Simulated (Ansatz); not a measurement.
# AlH4PSi: rigid scan of one bond length, by script

How does the energy of AlH4PSi change as one bond is stretched? A script is to give a rigid scan of one bond length; the system is AlH4PSi. SMILES: [AlH]1[SiH2][PH]1.

Program: Ansatz 0.2.0 through its Python package. Level of theory: PBE0/6-31G*. These are calculated values, not measurements.

## 1. The system

Bond lengths: Al1–Si2 2.352 Å, Al1–P3 2.269 Å, Si2–P3 2.176 Å, Al1–H4 1.577 Å, Si2–H5 1.483 Å, Si2–H6 1.478 Å, P3–H7 1.473 Å. Angles: Al1–Si2–P3 60.0°, Al1–Si2–H5 115.1°, Al1–Si2–H6 115.2°, P3–Si2–H5 114.2°, P3–Si2–H6 115.3°, H5–Si2–H6 121.7°, Si2–Al1–P3 56.1°, Si2–Al1–H4 148.9°, P3–Al1–H4 154.7°, Al1–P3–Si2 63.9°, Al1–P3–H7 93.4°, Si2–P3–H7 95.0°.

Input file alh4psi.xyz:

```xyz
7

Al   -1.16520   -0.59990   -0.52140
Si    0.35710    0.89820    0.46400
P     0.60890   -1.24530    0.73800
H    -2.40410   -0.83980   -1.46650
H     1.33130    1.51090   -0.47130
H    -0.15360    1.62890    1.64290
H     1.48690   -1.42090   -0.43140
```

## 2. The code

run_scan.py

```python
"""Stretching a bond of AlH4PSi, the rest held rigid."""

import logging
import sys
import warnings

import ansatz as az
import matplotlib.pyplot as plt
import numpy as np

logging.basicConfig(stream=sys.stdout, format="%(levelname)s:%(name)s:%(message)s")
log = logging.getLogger("run")
log.setLevel(logging.INFO)

warnings.simplefilter("ignore", az.DeckWarning)

system = az.Crystal.molecule_from_extxyz("alh4psi.xyz")

symbols = [site.symbol for site in system.cartesian_sites]
start = np.array([site.position_ang for site in system.cartesian_sites])
axis = (start[3] - start[0]) / np.linalg.norm(start[3] - start[0])
moving = [3]
lengths, energies = [1.34, 1.45, 1.58, 1.73, 1.97, 2.36, 2.84, 3.47], []
for length in lengths:
    xyz = start.copy()
    xyz[moving] += (length - np.linalg.norm(start[3] - start[0])) * axis
    point = az.Crystal.molecule()
    for symbol, xyz in zip(symbols, xyz):
        point = point.atom(symbol, xyz.tolist())
    setup = (
        point.calculation()
        .basis(gaussian="6-31G*")
        .functional("pbe0")
        .spin("collinear")
    )
    r = setup.run(threads=1, backend="cpu").report
    energies.append(r["free_energy_ev"])
    log.info(f"r = {length:6.3f} A  E = {energies[-1]:.5f} eV  <S^2> = {abs(r['mean_field']['state']['spin_squared']):.3f}")

print("energy above the lowest point (eV):", [round(e - min(energies), 3) for e in energies])
plt.figure(figsize=(4.5, 3))
plt.plot(lengths, np.array(energies) - min(energies), "o-")
plt.xlabel("bond length (A)")
plt.ylabel("E - E(min) (eV)")
plt.tight_layout()
plt.savefig("scan.png", dpi=100)
```

## 3. The input behind the calls

The engine receives this input (first run):

```yaml
crystal:
  periodic: [false, false, false]
  atoms:
    - { symbol: Al, position_ang: [-1.1652, -0.5999, -0.5214] }
    - { symbol: Si, position_ang: [0.3571, 0.8982, 0.464] }
    - { symbol: P, position_ang: [0.6089, -1.2453, 0.738] }
    - { symbol: H, position_ang: [-2.2181845620903635, -0.8037994240418743, -1.324673637607234] }
    - { symbol: H, position_ang: [1.3313, 1.5109, -0.4713] }
    - { symbol: H, position_ang: [-0.1536, 1.6289, 1.6429] }
    - { symbol: H, position_ang: [1.4869, -1.4209, -0.4314] }
basis:
  gaussian:
    orbitals: "6-31G*"
hamiltonian:
  xc: pbe0
magnetization:
  spin_polarized: true
```

## 4. The run

Started as:

```console
$ python run_scan.py
```

**Question.** What results will this script give? Wanted: range of energy; lowest point, distance.

**Answer**, as computed:

```
                  quantity     value
             runs compared         8
           range of energy  3.023 eV
lowest point, distance (Å)      1.58
```

What this shows: The lowest point, at 1.58, lies inside the range. The ends stand 0.572 and 3.02 eV above it. The distance scanned is the script's pair 0, 3. <S²> moves from 0.00 to 0.95: along the scan the mean field breaks spin symmetry. Reading the output:
- Total energies depend on the basis set; only differences at equal settings carry meaning.
- The rest of the molecule is held rigid at a force-field or estimated start geometry, and the basis set is modest; single-reference methods fail as a bond breaks.
- The expectation value of S² is noticeably off S(S+1) in at least one run, so that state is spin-contaminated.
